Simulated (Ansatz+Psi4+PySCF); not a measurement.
Two shapes of doublet CO2(+).

Shape 1:

```xyz
3

O     0.0000    0.0000   -1.1800
C     0.0000    0.0000    0.0000
O     0.0000    0.0000    1.1800
```

Shape 2:

```xyz
3

O     0.0000    0.0000   -1.2300
C     0.0000    0.0000    0.0000
O     0.0000    0.0000    1.1300
```

Basis set: cc-pVTZ (spherical functions). Left uncorrelated: 3 orbitals. Correlation on ROHF uses semicanonical orbitals with singles. Charge 1, multiplicity 2.

Computed with Ansatz (development build ahead of 0.2.0) and Psi4 1.11 and PySCF 2.14.0; each method stands on the lowest determinant of its kind that the runs found.

(1) Which shape is lower in energy, and by how much in each method?

Answers

(1)

```tsv
method	E(2) − E(1) (eV)
ROHF	-0.478
UHF	0.015
ROHF-CCSD	0.006
UHF-CCSD	0.061
UHF-CCSD(T)	0.075
```

The methods disagree on the order. Caution for ROHF, ROHF-CCSD: an unrestricted determinant lies well below; the determinant breaks the point group. Caution for UHF, UHF-CCSD, UHF-CCSD(T): the unrestricted determinant is spin contaminated. Caution for ROHF-CCSD, UHF-CCSD, UHF-CCSD(T): large amplitudes, a single reference is doubtful.
